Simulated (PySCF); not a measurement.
Compound: CH6BN.
Atom-mapped SMILES: `[CH3:1][BH:2][NH2:3]` (hydrogens: H4, H5, H6 on C1; H7 on B2; H8, H9 on N3)

Cartesian coordinates in Å at the PBE0-D3(BJ)/def2-SVP level; atoms count from 1:
```xyz
9
CH6BN angstrom
C     -1.133   -0.151   -0.033
B      0.297    0.472   -0.241
N      1.466   -0.230    0.048
H     -1.132   -1.172    0.381
H     -1.734    0.490    0.634
H     -1.678   -0.171   -0.992
H      0.424    1.603   -0.669
H      1.469   -1.175    0.412
H      2.390    0.159   -0.081
```

Level: PBE0/pcSseg-1 and PBE0/def2-SVPD in PySCF, non-relativistic, on one gas-phase PBE0-D3(BJ)/def2-SVP geometry that isn't relaxed in the solvent. The solvent is an IEF-PCM continuum (van der Waals radii × 1.2). Specific hydrogen bonds and non-electrostatic terms are outside this model.

Gas phase at PBE0/pcSseg-1: HOMO -8.31 eV, LUMO 0.94 eV, dipole 1.68 D.

Problem. What does the continuum do to the energy, the frontier levels and the dipole at PBE0/pcSseg-1 in tetrahydrofuran and water?

Solution. 
| solvent | ε | E(solvent) − E(gas) (kJ/mol) | polarisation term (kJ/mol) | distortion of the solute (kJ/mol) | HOMO (eV) | LUMO (eV) | dipole (D) |
| --- | --- | --- | --- | --- | --- | --- | --- |
| tetrahydrofuran | 7.426 | -10.27 | -11.31 | 1.04 | -8.22 | 0.90 | 2.03 |
| water | 78.36 | -12.63 | -14.21 | 1.58 | -8.21 | 0.88 | 2.11 |

Polarisation term: ½ Σ q·V over the induced surface charges. Distortion: the rise of the solute's own energy as its density leaves the gas-phase optimum. From tetrahydrofuran to water the lowering changes by a factor 1.23, Onsager's factor (ε − 1)/(2ε + 1) by 1.21 and ε itself by 10.6.

Problem. Which radius a makes the point-dipole formula ΔE = −[(ε − 1)/(2ε + 1)]·μ²/a³ give the value in water, with the gas-phase dipole?

Solution. μ = 0.659 au and |ΔE| = 0.00481 Eh give a = 1.87 Å; the farthest nucleus lies 2.36 Å from the centroid of the nuclei, so such a sphere wouldn't even hold the nuclei. The formula assumes a rigid point dipole at the centre of a sphere.

Problem. Give the dipole vector in the frame of the coordinates (D, pointing from negative to positive charge), gas and water.

Solution. Gas (1.25, -1.03, 0.42), solvent (1.54, -1.34, 0.54). Its length changes by +26 % and its direction by 2°.

Problem. Which Hirshfeld charges (PBE0/pcSseg-1) respond most in tetrahydrofuran (means over atoms taken as equivalent)?

Solution. 
```csv
atoms,environment,gas (e),solvent (e),change
H8/H9,N–H hydrogen,+0.130,+0.139,+0.009
H7,B–H hydrogen,-0.076,-0.085,-0.009
B2,three-coordinate boron,+0.134,+0.126,-0.008
C1,sp3 carbon bound to boron,-0.198,-0.201,-0.003
N3,boron-bound nitrogen,-0.234,-0.232,+0.002
H4/H5/H6,methyl hydrogen,+0.038,+0.038,0.000
```

Problem. Which Mayer bond orders change most in tetrahydrofuran?

Solution. 
| bond | length (Å) | gas | solvent | change |
| --- | --- | --- | --- | --- |
| B2–N3 | 1.393 | 1.390 | 1.428 | +0.038 |
| N3–H8 | 1.013 | 0.938 | 0.929 | -0.009 |
| N3–H9 | 1.011 | 0.944 | 0.935 | -0.009 |
| B2–H7 | 1.216 | 0.964 | 0.962 | -0.002 |
| C1–H4 | 1.102 | 0.967 | 0.966 | -0.001 |
| C1–H5 | 1.103 | 0.957 | 0.956 | -0.001 |
| C1–H6 | 1.104 | 0.956 | 0.955 | -0.001 |
| C1–B2 | 1.573 | 1.020 | 1.020 | 0.000 |

Problem. How do the nuclear quadrupole coupling constants eQVzz/h respond in tetrahydrofuran?

Solution. 
| nucleus | Q (barn) | gas (MHz) | solvent (MHz) | η gas | η solvent |
| --- | --- | --- | --- | --- | --- |
| 11B at B2 | 0.04059 | 4.12 | 4.04 | 0.14 | 0.13 |
| 14N at N3 | 0.02044 | -2.96 | -2.63 | 0.71 | 0.74 |

Gas phase at PBE0/def2-SVPD: HOMO -8.38 eV, LUMO 0.56 eV, dipole 1.55 D.

Problem. What does the continuum do to the energy, the frontier levels and the dipole at PBE0/def2-SVPD in tetrahydrofuran and water?

Solution. 
| solvent | ε | E(solvent) − E(gas) (kJ/mol) | polarisation term (kJ/mol) | distortion of the solute (kJ/mol) | HOMO (eV) | LUMO (eV) | dipole (D) |
| --- | --- | --- | --- | --- | --- | --- | --- |
| tetrahydrofuran | 7.426 | -10.07 | -11.19 | 1.12 | -8.27 | 0.70 | 1.93 |
| water | 78.36 | -12.41 | -14.13 | 1.72 | -8.26 | 0.71 | 2.02 |

The atom shares or the degeneracy of the LUMO differ from the gas phase in water, so that column needn't follow one orbital.

Problem. How does the static polarisability (PBE0/def2-SVPD, frozen core, with the continuum's full static response) change?

Solution. 
| medium | isotropic (au) | principal values (au) | ⟨r²⟩ of the electrons (bohr²) |
| --- | --- | --- | --- |
| gas | 38.3 | 31.5, 38.4, 45.0 | 212.3 |
| tetrahydrofuran | 47.4 | 39.5, 47.7, 55.1 | 212.1 |
| water | 50.0 | 42.0, 50.3, 57.6 | 212.0 |

The isotropic value in water is 1.31 times the gas-phase one; no cavity-field correction is applied. ⟨r²⟩ is taken about the centre of nuclear charge.
